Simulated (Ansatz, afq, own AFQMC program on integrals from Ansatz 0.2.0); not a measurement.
**Atomization energy of BO, doublet**

```yaml
atoms:
  - { symbol: B, position_ang: [0.0000, 0.0000, 0.0000] }
  - { symbol: O, position_ang: [0.0000, 0.0000, 1.2006] }
```

Atoms in their ground-state spins without spin–orbit coupling (mostly on UHF) minus the molecule (ROHF), without zero-point energy. The geometry is a stationary point, not shown to be a minimum.

Basis 6-31G. Only valence electrons are correlated. AFQMC by an in-house program on the Cholesky factors that Ansatz 0.2.0 writes for its CCSD(T) run. ph-AFQMC/CISD is guided by a CISD state made of CCSD amplitudes; releasing the constraint for a short imaginary time cuts its bias at the price of noise, slowly where states lie close. Free AFQMC starts from the CCSD state and is never constrained. Its projection time is finite, and what remains of the start isn't in its error. ± is one standard error of the sampling. The errors of all members are added in quadrature.

Full CI is exact in this basis; where marked, its frozen core comes from its own orbitals, which moves totals by up to a few meV.

Errors are counted within 6-31G, not against nature.

Cautions: BO (doublet): a spin-contaminated unrestricted determinant lies lower (UHF 143 meV lower, ⟨S²⟩ 0.84), full CI with its own frozen core; other spins of the molecule weren't checked.

```json
{"level": "CCSD", "atomization energy (eV)": "6.768"}
{"level": "MP2", "atomization energy (eV)": "7.503"}
```

(1) From these cheaper values, estimate the atomization energy at the reference level in 6-31G.

(1) 6.963 eV (full CI in 6-31G).

```tsv
level	atomization energy (eV)	error against FCI (eV)
HF	4.605	-2.358
CCSD(T)	6.935	-0.028
ph-AFQMC/HF	7.169 ± 0.053	0.206 ± 0.053
ph-AFQMC/CISD	6.942 ± 0.015	-0.021 ± 0.015
released AFQMC	6.961 ± 0.011	-0.002 ± 0.011
free AFQMC	6.964 ± 0.020	0.001 ± 0.020
```

Correlation beyond CCSD(T) adds 0.028 eV. The perturbative (T) step is worth +0.167 eV.

Free projections are given only where their last times agree within the noise and don't stop above the reference; a slow remainder of the start can still hide under it. A walk keeps the symmetry of its determinant, which the program's search chose and which needn't be the lowest solution, so a lower state of the same spin and another symmetry isn't excluded. Released energies are given only where the last usable release times agree within the noise; a slower fall can still hide under it.
